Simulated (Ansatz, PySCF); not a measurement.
Potential energy curve for H₂, singlet.

Computed with: UKS-B3LYP/6-311+G** = unrestricted B3LYP/6-311+G**, spherical d run with PySCF; RKS-M06-2X/6-31G* = restricted M06-2X/6-31G*, spherical d in PySCF; RKS-B3LYP/LANL2DZ = restricted B3LYP/LANL2DZ in PySCF; FCI = full CI/cc-pVDZ, frozen core (Ansatz, a quantum-chemistry and plane-wave program).

Energies relative to the lowest point of each curve near equilibrium, in kcal/mol; the last columns give the difference from FCI:

```csv
R / Å,UKS-B3LYP/6-311+G**,RKS-M06-2X/6-31G*,RKS-B3LYP/LANL2DZ,FCI,UKS-B3LYP/6-311+G** − FCI,RKS-M06-2X/6-31G* − FCI,RKS-B3LYP/LANL2DZ − FCI
0.60,12.1,11.4,12.2,15.3,-3.3,-3.9,-3.2
0.64,5.7,5.2,5.7,7.8,-2.1,-2.7,-2.1
0.68,2.0,1.6,2.0,3.2,-1.2,-1.6,-1.2
0.71,0.5,0.3,0.5,1.2,-0.6,-0.8,-0.6
0.74,0.0,0.0,0.0,0.2,-0.2,-0.2,-0.2
0.75,0.0,0.1,0.0,0.0,0.0,0.1,0.0
0.77,0.3,0.4,0.3,0.0,0.3,0.4,0.3
0.79,0.8,1.1,0.8,0.3,0.5,0.8,0.5
0.81,1.6,2.0,1.6,0.9,0.7,1.1,0.8
0.86,4.4,5.1,4.5,3.3,1.2,1.9,1.3
0.93,10.0,11.1,10.2,8.4,1.6,2.7,1.8
1.02,18.9,20.4,19.2,16.8,2.2,3.6,2.5
1.14,32.1,34.0,32.6,29.3,2.9,4.8,3.3
1.25,44.6,46.9,45.2,40.8,3.7,6.0,4.3
1.34,54.5,57.2,55.3,49.8,4.7,7.4,5.5
1.50,71.2,74.6,72.3,64.1,7.2,10.5,8.2
1.64,83.1,88.7,85.9,74.4,8.7,14.3,11.5
1.85,94.8,107.5,103.8,85.9,8.9,21.6,17.9
1.98,99.4,117.8,113.4,91.0,8.4,26.8,22.4
2.24,104.7,135.4,129.5,97.4,7.3,38.0,32.1
2.62,108.0,155.1,146.9,101.6,6.4,53.5,45.3
3.00,109.2,169.2,158.6,103.0,6.2,66.2,55.6
```

UKS-B3LYP/6-311+G** is furthest from FCI at 1.85 (8.9 kcal/mol, above); its mean absolute difference over the points is 3.6 kcal/mol.

RKS-M06-2X/6-31G* is furthest from FCI at 3.00 (66.2 kcal/mol, above); its mean absolute difference over the points is 12.2 kcal/mol.

RKS-B3LYP/LANL2DZ is furthest from FCI at 3.00 (55.6 kcal/mol, above); its mean absolute difference over the points is 10.0 kcal/mol.

The unrestricted determinant behind UKS-B3LYP/6-311+G** is spin-contaminated at 1.64 to 3.00 Å (<S²> up to 1.0, against 0.00 for a pure singlet). The restricted form behind RKS-M06-2X/6-31G*, RKS-B3LYP/LANL2DZ keeps the bonding electrons paired and can't separate into open-shell fragments.
